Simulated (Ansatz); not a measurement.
Compare A (`C#COCC`) with its isomer B (`CC1(O)C=C1`).

Computed with Ansatz on PBE0-D4/def2-TZVP structures; ΔE is electronic, products minus reactants. CCSD(T)/CBS is the MP2 limit (def2-TZVPP, def2-QZVPP) plus CCSD(T) − MP2 in def2-TZVPP, frozen cores. Functionals use def2-TZVPP. B3LYP here is the variant with VWN-RPA as its local correlation; programs differ in this. One conformer a species, not always the lowest.

Question: Which is lower in electronic energy at CCSD(T)/CBS, and by how much? (An estimate is asked.)

Answer: The calculation gave: B, by 2.4 kcal/mol.

Question: Give E(B) − E(A) in kcal/mol with PBE-D4, B3LYP-D4, CCSD(T)/def2-TZVPP, r2SCAN-D4, B3LYP, PBE0-D4, MP2/def2-TZVPP. (Estimate.)

Answer: Computed: PBE-D4 -4.2, B3LYP-D4 0.7, CCSD(T)/def2-TZVPP -1.2, r2SCAN-D4 -3.3, B3LYP 1.3, PBE0-D4 -5.1, MP2/def2-TZVPP -2.5. The order is the other way round with B3LYP-D4, B3LYP.

Largest T1 diagnostic: 0.012.

From PBE to PBE0 (25 % exact exchange), in def2-TZVPP and without D4, E(B) − E(A) moves by −1.0 kcal/mol. In def2-TZVPP, CCSD(T) changes the Hartree–Fock value by −5.6 kcal/mol (the triples alone add −0.4 kcal/mol) and MP2 by −6.9 kcal/mol.
